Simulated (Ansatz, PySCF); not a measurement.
Reaction: BeH (SMILES [BeH], doublet) → BeH+ (parent SMILES [BeH], singlet) + e-
Each species at its own B3LYP-D3(BJ)/def2-TZVP minimum (Ansatz, a quantum-chemistry and plane-wave program).

Total energies in hartree (Ansatz). UHF or UKS for unpaired electrons; spin-orbit terms are left out. Cores are frozen in correlated methods. No relativity. Full CI freezes restricted core orbitals, also for open shells. For partners of very few electrons the exact lower level stands in for a higher one.

```csv
species,HF/def2-TZVPP,CCSD(T)/def2-TZVPP,HF/def2-QZVPP,CCSD(T)/def2-QZVPP,FCI/def2-QZVPP
"1: BeH (SMILES [BeH], doublet)",-15.15132,-15.19318,-15.15333,-15.19765,-15.19787
"2: BeH+ (parent SMILES [BeH], singlet)",-14.85186,-14.88876,-14.85380,-14.89312,-14.89312
```

Problem. Work out the adiabatic ionisation energy (0 K, zero-point energies from PySCF's Hessians at B3LYP-D3(BJ)/def2-TZVP) in eV: take Hartree-Fock from def2-QZVPP, extrapolate the CCSD(T) correlation energy as X^-3 (X = 3, 4), and add FCI - CCSD(T) in def2-QZVPP. The further terms named in the bracket sum to +0.00034 hartree. 1 hartree = 27.211 eV.

Solution. 
Species 1: correlation (64·(-0.04432) - 27·(-0.04186))/37 = -0.04612; step -0.00022; E1 = -15.15333 + (-0.04612) + (-0.00022) = -15.19967
Species 2: correlation (64·(-0.03932) - 27·(-0.03690))/37 = -0.04109; step +0.00000; E2 = -14.85380 + (-0.04109) + (+0.00000) = -14.89489
-1·E1 +1·E2 +0.00034 = 0.30512 hartree = 8.30 eV. Measured: 8.21 eV (CCCBDB table in ASE). The composite differs from it by +0.09 eV; core, relativistic and spin-orbit terms are not in it.
